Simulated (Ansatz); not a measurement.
The inner images of a band of C2H2F2O (7 atoms, charge 0, multiplicity 1) are given out of order.

All numbers below come from Ansatz 0.2.0, RKS BHLYP-D4/cc-pVDZ.

Image 0:

```xyz
7
Properties=species:S:1:pos:R:3
F 0.605 -1.507 0.827
C 0.030 -0.310 0.650
O -1.094 -0.310 -0.166
C 0.050 0.307 -0.654
F -0.024 1.641 -0.759
H -0.031 0.259 1.572
H 0.526 -0.149 -1.516
```

Image 8:

```xyz
7
Properties=species:S:1:pos:R:3
F 1.207 -1.594 0.374
C 0.861 -0.396 0.746
O -1.251 0.116 0.121
C 0.023 0.181 -0.375
F 0.418 1.467 -0.585
H -1.251 0.522 0.994
H 0.054 -0.364 -1.321
```

Task: Put them in order from the first end to the last, with their energies above the first end.
A.
```xyz
7
Properties=species:S:1:pos:R:3
F 0.882 -1.497 0.681
C 0.518 -0.244 0.759
O -1.144 -0.007 0.073
C 0.037 0.293 -0.542
F 0.226 1.605 -0.763
H -0.681 0.070 1.188
H 0.223 -0.287 -1.442
```
B.
```xyz
7
Properties=species:S:1:pos:R:3
F 1.056 -1.597 0.468
C 0.873 -0.334 0.723
O -1.206 0.079 0.131
C 0.049 0.213 -0.414
F 0.364 1.515 -0.638
H -1.162 0.388 1.043
H 0.086 -0.333 -1.359
```
C.
```xyz
7
Properties=species:S:1:pos:R:3
F 0.893 -1.533 0.623
C 0.680 -0.255 0.751
O -1.146 0.034 0.142
C 0.058 0.270 -0.503
F 0.263 1.583 -0.736
H -0.856 0.122 1.110
H 0.170 -0.289 -1.432
```
D.
```xyz
7
Properties=species:S:1:pos:R:3
F 0.826 -1.444 0.759
C 0.199 -0.279 0.679
O -1.129 -0.152 -0.105
C 0.028 0.323 -0.611
F 0.174 1.638 -0.794
H -0.375 0.110 1.492
H 0.338 -0.264 -1.467
```
E.
```xyz
7
Properties=species:S:1:pos:R:3
F 0.864 -1.467 0.730
C 0.365 -0.254 0.730
O -1.151 -0.061 -0.045
C 0.017 0.309 -0.575
F 0.210 1.620 -0.780
H -0.522 0.068 1.343
H 0.277 -0.283 -1.448
```
F.
```xyz
7
Properties=species:S:1:pos:R:3
F 0.738 -1.449 0.778
C 0.065 -0.295 0.655
O -1.107 -0.252 -0.139
C 0.045 0.325 -0.639
F 0.096 1.650 -0.793
H -0.200 0.174 1.585
H 0.423 -0.221 -1.493
```
G.
```xyz
7
Properties=species:S:1:pos:R:3
F 0.949 -1.566 0.554
C 0.815 -0.284 0.729
O -1.172 0.064 0.138
C 0.060 0.243 -0.458
F 0.319 1.551 -0.694
H -1.028 0.232 1.084
H 0.118 -0.308 -1.398
```

Result: F (+5.0 kcal/mol), D (+24.8 kcal/mol), E (+51.8 kcal/mol), A (+68.8 kcal/mol), C (+59.2 kcal/mol), G (+52.0 kcal/mol), B (+49.3 kcal/mol).

Time of the run: 2.9 min on 1 thread of Arm Neoverse V1, with other jobs on the host, peak memory 0.15 GiB.
